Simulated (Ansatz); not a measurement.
## Worked example: Ge–PH2⁺, triplet against Ge–PH$_{2}$, quartet

Geometry (PBE0/def2-TZVP stationary point of a quartet), kept for both states (Ge–PH2, quartet: B2; Ge–PH2⁺, triplet: A2):

```yaml
atoms:
  - { symbol: Ge, position_ang: [0.0000, 0.0000, 0.8205] }
  - { symbol: P, position_ang: [0.0000, 0.0000, -1.7495] }
  - { symbol: H, position_ang: [0.0000, 1.0658, -2.6836] }
  - { symbol: H, position_ang: [0.0000, -1.0658, -2.6836] }
```

Basis cc-pVTZ; Ansatz 0.2.0. Only valence electrons are correlated (noble-gas cores and the filled d shells of p-block atoms frozen). R marks a restricted (for open shells ROHF) determinant, U an unrestricted one. No spin–orbit coupling is included, and no scalar relativity.

Full CI isn't at hand for all of this; UCCSDT(Q) serves as the reference, and is uncertain by about the last step of the cluster series.

| level | E(Ge–PH2, quartet) (hartree) | E(Ge–PH2⁺, triplet) (hartree) |
| --- | --- | --- |
| UHF | -2417.247007 | -2417.019048 |
| UMP2 | -2417.445995 | -2417.203779 |
| UCCSD(T) | -2417.494668 | -2417.251233 |
| PBE | -2419.014239 | -2418.770917 |
| wB97M-V | -2419.344212 | -2419.103104 |
| UCCSDT(Q) | -2417.496809 | -2417.253228 |

Question: Give the vertical gap, Ge–PH2⁺ triplet less Ge–PH2 quartet, at each level in eV (1 hartree = 27.2114 eV), and each error against UCCSDT(Q).

Answer: UCCSDT(Q): (-2417.253228 − (-2417.496809)) × 27.2114 = 6.628 eV (the reference)
wB97M-V: (-2419.103104 − (-2419.344212)) × 27.2114 = 6.561 eV, error -0.067 eV
PBE: (-2418.770917 − (-2419.014239)) × 27.2114 = 6.621 eV, error -0.007 eV
UCCSD(T): (-2417.251233 − (-2417.494668)) × 27.2114 = 6.624 eV, error -0.004 eV
UMP2: (-2417.203779 − (-2417.445995)) × 27.2114 = 6.591 eV, error -0.037 eV
UHF: (-2417.019048 − (-2417.247007)) × 27.2114 = 6.203 eV, error -0.425 eV

Total energies of functionals can't be set beside those of wave-function methods, since they hold the core's correlation and their own absolute errors; only the differences compare.

The reference still carries a basis error, for a change of charge of the order of 0.1 eV, so smaller errors of functionals can't be ranked.

Each level lands on the state that its own search finds. T1 diagnostics of restricted CCSD: 0.021 and 0.022.
